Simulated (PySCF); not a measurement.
## Which basis set comes closest?

Molecule: SMILES C(C)(C)(C)C=O, C5H10O.

Cartesian coordinates in Å; atom numbers follow the order of the lines, from 1:
```xyz
16

C    -0.3047   -1.4701    0.0217
C    -0.0036    0.0308   -0.0668
C    -0.7082    0.7664    1.0792
C     1.4957    0.2949   -0.0535
C    -0.6149    0.5349   -1.3615
O    -0.0197    1.0679   -2.2571
H     0.2058   -2.0287   -0.7779
H    -1.3853   -1.6718   -0.0558
H     0.0401   -1.8683    0.9887
H    -0.5037    1.8477    1.0464
H    -0.3543    0.3824    2.0486
H    -1.8001    0.6231    1.0420
H     1.9919   -0.2051   -0.8977
H     1.7081    1.3705   -0.1400
H     1.9435   -0.0745    0.8819
H    -1.7250    0.3662   -1.4318
```

Geometry PBE0-D3(BJ)/def2-SVP throughout; GIAO in PySCF 2.14.0 with density-fitted response routines, gas phase, one conformer, non-relativistic; equivalent atoms averaged; functional PBE0.

Reference values (measured; solution, not stated per compound (mostly CDCl3 or CCl4); Pretsch, Buehlmann, Badertscher, Structure Determination of Organic Compounds, 4th ed. (2009)): δ(C2) = 42.4 ppm, δ(C1/C3/C4) = 23.4 ppm, δ(H7/H8/H9/H10/H11/H12/H13/H14/H15) = 1.08 ppm. Computed shifts are taken against TMS, calculated as an isolated molecule at each level.

How do the basis sets STO-3G, 6-31G, pcSseg-0, 6-31G*, def2-SVP, cc-pVDZ, pcSseg-1, 6-311+G(2d,p), aug-cc-pVDZ, def2-TZVP, IGLO-III, cc-pVTZ, pcSseg-2 perform against the reference? Times are CPU seconds on shared hosts with different chips, so compare them loosely.

Results:


```tsv
basis set	functions	C2	C1/C3/C4	H7/H8/H9/H10/H11/H12/H13/H14/H15	mean abs. error C	abs. error H	core-s
STO-3G	40	39.8	24.5	1.03	1.9	0.05	3.4
6-31G	74	42.7	24.7	1.18	0.8	0.10	6.8
pcSseg-0	74	43.1	27.0	1.23	2.2	0.15	6.2
6-31G*	104	39.9	23.2	1.00	1.3	0.08	9.6
def2-SVP	134	40.1	23.9	0.88	1.4	0.20	12
cc-pVDZ	134	44.7	24.6	0.91	1.8	0.17	15
pcSseg-1	152	42.7	24.3	0.97	0.6	0.11	16
6-311+G(2d,p)	222	44.4	23.1	0.92	1.1	0.16	27
aug-cc-pVDZ	228	45.3	22.8	1.03	1.7	0.05	33
def2-TZVP	246	44.7	24.0	0.93	1.5	0.15	33
IGLO-III	310	46.0	24.4	0.97	2.3	0.11	56
cc-pVTZ	320	44.1	23.8	0.94	1.1	0.14	58
pcSseg-2	356	46.2	24.9	0.96	2.7	0.12	61
```

For ¹³C the closest is pcSseg-1 (0.6 ppm, with 6-31G practically level) and the furthest pcSseg-2 (2.7 ppm).

For ¹H the closest is STO-3G (0.05 ppm, with aug-cc-pVDZ practically level) and the furthest def2-SVP (0.20 ppm). Where a smaller basis beats a larger one, errors probably cancel; the largest sets show where the functional converges. One molecule is a small sample, and vibrational and solvent effects are absent from the calculation.

A small basis that lands close on one nucleus may do so by chance; judge by the trend and by all nuclei.
